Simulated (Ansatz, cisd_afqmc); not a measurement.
System: PH$_{3}$, charge 0, singlet. PH3 (SMILES P).
HTBH set geometry:
```xyz
4

P      0.0000     0.0000     0.1264
H      1.1913     0.0000    -0.6321
H     -0.5957    -1.0317    -0.6321
H     -0.5957     1.0317    -0.6321
```
Charge 0, spin multiplicity 1.

Total energies in aug-cc-pV(D+d)Z, 8 correlated electrons, 5 frozen orbitals. Radicals and triplets start from unrestricted determinants; spin-orbit coupling is neglected. Cores are frozen in correlated methods. No relativity. AFQMC/CISD: phaseless, guided by CISD from CCSD amplitudes; bars are statistical, one sigma. Outlying blocks are dropped, and bars are widened where a walk drifts. Over all cases where full CI ran beside it in this data, AFQMC minus full CI had a median of +0.1 mEh and passed +0.4 mEh in a tenth of the cases.

```csv
method,program,energy (Eh),minus CCSDTQ (mEh)
HF,Ansatz,-342.47761,177.55
MP2,Ansatz,-342.61954,35.62
CCSD,Ansatz,-342.64941,5.75
CCSD(T),Ansatz,-342.65416,1.00
CCSDT(Q),Ansatz,-342.65514,0.02
CCSDTQ,Ansatz,-342.65516,0.00
AFQMC/CISD,cisd_afqmc,-342.6550 ± 0.0001,0.2 ± 0.1
```

Rough core times of Ansatz's runs on a shared machine: CCSD(T) under 20 s, CCSDT(Q) under 20 s, CCSDTQ 5 min.

Ansatz is a quantum-chemistry and plane-wave program.
